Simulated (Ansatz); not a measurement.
## Redistribution: C4H6F2 + C3H7FO → C4H7F + C3H6F2O

Species: C4H6F2 `C/C(F)=C/CF`, singlet; C3H7FO `COC(C)F`, singlet; C4H7F `C/C=C(/C)F`, singlet; C3H6F2O `CC(F)OCF`, singlet. The partners trade F for H; both sit on C, so the bond types are kept.

Shapes, held fixed at every level: PBE0-D4/def2-TZVP. Flexible molecules stand in one conformer, not always the lowest. Programs: Ansatz 0.2.0. The zero-point and thermal change to 298 K, harmonic and unscaled (PBE0-D4/def2-TZVP), is +0.1 kJ/mol.

| level | kind | ΔH(298 K) (kJ/mol) | less CCSD(T)/CBS estimate | CPU time (sum over the molecules) |
| --- | --- | --- | --- | --- |
| SPW92/def2-TZVPP | LDA | -38.8 | -3.0 | 18 s |
| B3LYP-D4/def2-TZVPP | global hybrid | -33.6 | +2.2 | 61 s |
| wB97M-V/def2-TZVPP | range-separated hybrid | -36.4 | -0.6 | 2.4 min |
| B2PLYP/def2-TZVPP | double hybrid | -35.1 | +0.7 | 76 s |
| MP2/def2-TZVPP | perturbation theory | -38.0 | -2.2 | – |
| CCSD/def2-TZVPP | coupled cluster or CI | -36.7 | -0.9 | – |
| CCSD(T)/CBS estimate | coupled cluster or CI | -35.8 | 0.0 | 57 min |

The highest level, CCSD(T)/CBS estimate, gives ΔH(298 K) = -35.8 kJ/mol; the levels span -38.8 to -33.6. The column of differences is taken from that level and isn't an error. No measured value is set beside it here. The CBS estimate extrapolates MP2 from def2-TZVPP and def2-QZVPP and adds CCSD(T) − MP2 in the triple-zeta set, cores frozen. Times are processor times on shared x86 and Arm servers, and rough.
